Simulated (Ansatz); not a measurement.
Multireference treatment of CH₃P, singlet

Calculated in Ansatz's Gaussian-basis code; CASPT2, NEVPT3, NEVPT4(SD) by development code. Basis aug-cc-pVDZ on C/H, aug-cc-pV(D+d)Z on P, nonrelativistic, 6 orbitals frozen in the corrections. State-specific CASSCF; RHF is the lowest restricted (open-shell) Hartree–Fock solution met. Solutions may break the symmetry of the shape. The lowest solution met needn't be the lowest there is, nor hold the orbitals that a chemist would pick.

Geometry:

| atom | x (Å) | y (Å) | z (Å) |
| --- | --- | --- | --- |
| C | 0.0029 | 0.0126 | -1.0778 |
| P | 0.0038 | -0.0982 | 0.5937 |
| H | 0.8934 | 0.0702 | -1.6964 |
| H | -0.9458 | 0.0298 | -1.6069 |
| H | -0.0224 | 1.2970 | 0.8653 |

Question: What do CASSCF and its corrections give against RHF in CAS(4,3), and what are the occupations?

Answer: CASSCF -1.867 eV, SC-NEVPT2 -8.382 eV, FIC-NEVPT2 -8.391 eV, NEVPT3 -9.263 eV, NEVPT4(SD) -9.560 eV, CASPT2 (IPEA 0) -8.704 eV; occupations 2.00, 1.02, 0.98. The MRCI reference weight is 0.894.

Question: How do single-reference totals in the same basis and frozen core stand against SC-NEVPT2 in CAS(4,3)?

Answer: CCSD(T) -1.116 eV, CCSDT -1.285 eV. Coupled cluster stands on the determinant that it favours, which can lie over the RHF solution above, and is in doubt where the occupations are far from 0, 1 and 2.

Question: Roughly how much CPU time does a whole run from the default start take (median of such runs, summed over threads; nearly all runs on one pinned thread of a shared server, mostly Xeon at 2.3 to 2.6 GHz, by a development driver)?

Answer: CAS(4,3): about 8.7 s. Other jobs ran beside these, and the count of passes differs.
